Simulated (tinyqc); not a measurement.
Inside a calculation. Method: CIS and TDHF on RHF in the sto-3g basis, for H2F+, spin multiplicity 1. One step of it, computed by the program tinyqc.

Problem. TDHF (RPA) triplet states. B(ia,jb) = - (ib|ja); the squared energies are the eigenvalues of (A - B)(A + B); 1 hartree = 27.211386 eV.

CIS matrix A, triplet (hartree):
```
           1>6        1>7        2>6        2>7        3>6        3>7        4>6        4>7
1>6  25.878827   0.000000   0.005648   0.000000   0.000000  -0.009260  -0.016341   0.000000
1>7   0.000000  25.939927   0.000000   0.007184  -0.009260   0.000000   0.000000  -0.003661
2>6   0.005648   0.000000   1.429978   0.000000   0.000000  -0.089136  -0.067562   0.000000
2>7   0.000000   0.007184   0.000000   1.530654  -0.089136   0.000000   0.000000  -0.011837
3>6   0.000000  -0.009260   0.000000  -0.089136   0.567669   0.000000   0.000000  -0.049219
3>7  -0.009260   0.000000  -0.089136   0.000000   0.000000   0.641285  -0.049219   0.000000
4>6  -0.016341   0.000000  -0.067562   0.000000   0.000000  -0.049219   0.499335   0.000000
4>7   0.000000  -0.003661   0.000000  -0.011837  -0.049219   0.000000   0.000000   0.586382
5>6   0.000000   0.000000   0.000000   0.000000   0.000000   0.000000   0.000000   0.000000
5>7   0.000000   0.000000   0.000000   0.000000   0.000000   0.000000   0.000000   0.000000

          5>6       5>7
1>6  0.000000  0.000000
1>7  0.000000  0.000000
2>6  0.000000  0.000000
2>7  0.000000  0.000000
3>6  0.000000  0.000000
3>7  0.000000  0.000000
4>6  0.000000  0.000000
4>7  0.000000  0.000000
5>6  0.449128  0.000000
5>7  0.000000  0.538063
```

Two-electron integrals over orbitals (pq|rs), unique and non-zero (hartree):
```
(11|11) 5.362649    (21|11) -0.503314   (21|21) 0.075058    (22|11) 1.203562
(22|21) -0.019227   (22|22) 0.860340    (31|31) 0.017745    (32|31) 0.026159
(32|32) 0.157407    (33|11) 0.992835    (33|21) -0.008284   (33|22) 0.760057
(33|33) 0.736857    (41|11) 0.139787    (41|21) -0.017844   (41|22) 0.014499
(41|33) 0.005254    (41|41) 0.027860    (42|11) -0.101198   (42|21) 0.008427
(42|22) 0.000816    (42|33) -0.008221   (42|41) 0.028458    (42|42) 0.156816
(43|31) -0.004177   (43|32) 0.004867    (43|43) 0.049888    (44|11) 1.137605
(44|21) -0.014254   (44|22) 0.803536    (44|33) 0.708055    (44|41) -0.010626
(44|42) -0.090615   (44|44) 0.869715    (51|51) 0.029593    (52|51) 0.039072
(52|52) 0.181315    (53|53) 0.038527    (54|51) -0.010159   (54|52) -0.036864
(54|54) 0.054227    (55|11) 1.264014    (55|21) -0.014165   (55|22) 0.880155
(55|33) 0.748864    (55|41) 0.003998    (55|42) -0.055631   (55|44) 0.824067
(55|55) 0.997514    (61|11) 0.203516    (61|21) -0.032301   (61|22) 0.003093
(61|33) 0.002030    (61|41) -0.005662   (61|42) -0.020184   (61|44) 0.013919
(61|55) 0.005625    (61|61) 0.021451    (62|11) -0.284384   (62|21) 0.006865
(62|22) -0.146330   (62|33) -0.093124   (62|41) -0.018433   (62|42) -0.043476
(62|44) -0.093801   (62|55) -0.148500   (62|61) 0.006322    (62|62) 0.079450
(63|31) -0.004325   (63|32) 0.019558    (63|43) 0.016941    (63|63) 0.062232
(64|11) -0.287785   (64|21) 0.003919    (64|22) -0.149591   (64|33) -0.092658
(64|41) -0.004270   (64|42) 0.021352    (64|44) -0.158547   (64|55) -0.158350
(64|61) 0.000152    (64|62) 0.060886    (64|64) 0.084668    (65|51) -0.013147
(65|52) -0.050853   (65|54) -0.008612   (65|65) 0.026424    (66|11) 0.714834
(66|21) -0.005648   (66|22) 0.583209    (66|33) 0.558664    (66|41) 0.016341
(66|42) 0.067562    (66|44) 0.544870    (66|55) 0.556443    (66|61) -0.005959
(66|62) -0.060569   (66|64) -0.031546   (66|66) 0.551205    (71|31) -0.016711
(71|32) -0.023614   (71|43) 0.004039    (71|63) 0.003712    (71|71) 0.015755
(72|31) -0.017213   (72|32) -0.063624   (72|43) 0.025627    (72|63) 0.027244
(72|71) 0.015616    (72|72) 0.054591    (73|11) -0.420128   (73|21) 0.008381
(73|22) -0.202658   (73|33) -0.163215   (73|41) 0.001277    (73|42) 0.063332
(73|44) -0.191913   (73|55) -0.228411   (73|61) -0.005429   (73|62) 0.068310
(73|64) 0.093517    (73|66) -0.020577   (73|73) 0.161485    (74|31) 0.008037
(74|32) 0.059695    (74|43) -0.005501   (74|63) 0.042786    (74|71) -0.007588
(74|72) -0.010265   (74|74) 0.053167    (75|53) -0.025199   (75|75) 0.019049
(76|31) 0.009260    (76|32) 0.089136    (76|43) 0.049219    (76|63) 0.075374
(76|71) -0.008643   (76|72) 0.009547    (76|74) 0.064151    (76|76) 0.153771
(77|11) 0.777399    (77|21) -0.007184   (77|22) 0.606197    (77|33) 0.608713
(77|41) 0.003661    (77|42) 0.011837    (77|44) 0.581487    (77|55) 0.591173
(77|61) 0.001876    (77|62) -0.043844   (77|64) -0.028670   (77|66) 0.541873
(77|73) -0.059500   (77|77) 0.574923
```

Give: TDHF matrix B, triplet; squared energies w^2; TDHF energies from the positive w^2.

Solution.

TDHF matrix B, triplet (hartree):
```
         1>6      1>7      2>6      2>7      3>6      3>7      4>6      4>7
1>6  -0.0215   0.0000  -0.0063   0.0000   0.0000  -0.0037  -0.0002   0.0000
1>7   0.0000  -0.0158   0.0000  -0.0156   0.0054   0.0000   0.0000   0.0076
2>6  -0.0063   0.0000  -0.0794   0.0000   0.0000  -0.0272  -0.0609   0.0000
2>7   0.0000  -0.0156   0.0000  -0.0546  -0.0683   0.0000   0.0000   0.0103
3>6   0.0000   0.0054   0.0000  -0.0683  -0.0622   0.0000   0.0000  -0.0935
3>7  -0.0037   0.0000  -0.0272   0.0000   0.0000  -0.1615  -0.0428   0.0000
4>6  -0.0002   0.0000  -0.0609   0.0000   0.0000  -0.0428  -0.0847   0.0000
4>7   0.0000   0.0076   0.0000   0.0103  -0.0935   0.0000   0.0000  -0.0532
5>6   0.0000   0.0000   0.0000   0.0000   0.0000   0.0000   0.0000   0.0000
5>7   0.0000   0.0000   0.0000   0.0000   0.0000   0.0000   0.0000   0.0000

         5>6      5>7
1>6   0.0000   0.0000
1>7   0.0000   0.0000
2>6   0.0000   0.0000
2>7   0.0000   0.0000
3>6   0.0000   0.0000
3>7   0.0000   0.0000
4>6   0.0000   0.0000
4>7   0.0000   0.0000
5>6  -0.0264   0.0000
5>7   0.0000  -0.0190
```

squared energies w^2 (hartree^2): 0.2010  0.2019  0.2461  0.2891  0.3876  0.4055  2.0757  2.3596  669.7139  672.8793

TDHF energies from the positive w^2 (eV): 12.2002  12.2278  13.4989  14.6323  16.9405  17.3274  39.2046  41.7993  704.1989  705.8611
